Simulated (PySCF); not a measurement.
CHCl2F.
Bonds: F1–C2, C2–Cl3, C2–Cl4. Hydrogens: H5 on C2.

Computed with PySCF at wB97X-D/pcSseg-2, non-relativistic, on one gas-phase PBE0-D3(BJ)/def2-TZVP geometry that isn't relaxed in the solvent. The solvent is an IEF-PCM continuum (cavity from Bondi-type radii × 1.2). Only the electrostatic response of the medium enters.

Gas phase at wB97X-D/pcSseg-2: HOMO -11.10 eV, LUMO 1.44 eV, dipole 1.35 D.

Question: What does the continuum do to the energy, the frontier levels and the dipole at wB97X-D/pcSseg-2 in chloroform?

Answer: 
```json
{"solvent": "chloroform", "ε": "4.711", "E(solvent) − E(gas) (kcal/mol)": "-1.89", "polarisation term (kcal/mol)": "-2.09", "distortion of the solute (kcal/mol)": "0.20", "HOMO (eV)": "-11.03", "LUMO (eV)": "1.61", "dipole (D)": "1.64"}
```

Polarisation term: ½ Σ q·V over the induced surface charges. Distortion: the rise of the solute's own energy as its density leaves the gas-phase optimum.

Question: Which radius a makes the point-dipole formula ΔE = −[(ε − 1)/(2ε + 1)]·μ²/a³ give the value in chloroform, with the gas-phase dipole?

Answer: μ = 0.533 au and |ΔE| = 0.00301 Eh give a = 1.71 Å; the farthest nucleus lies 1.70 Å from the centroid of the nuclei. The formula assumes a rigid point dipole at the centre of a sphere.

The run took 11 s on one thread of an Intel Xeon Platinum 8488C, no GPU, shared host, and the process peaked at 0.76 GiB of memory. This is the whole shielding run at wB97X-D/pcSseg-2 in chloroform, SCF included.

wB97X-D is run here without its empirical dispersion term; that term would change no orbital, density or response property at a fixed geometry.
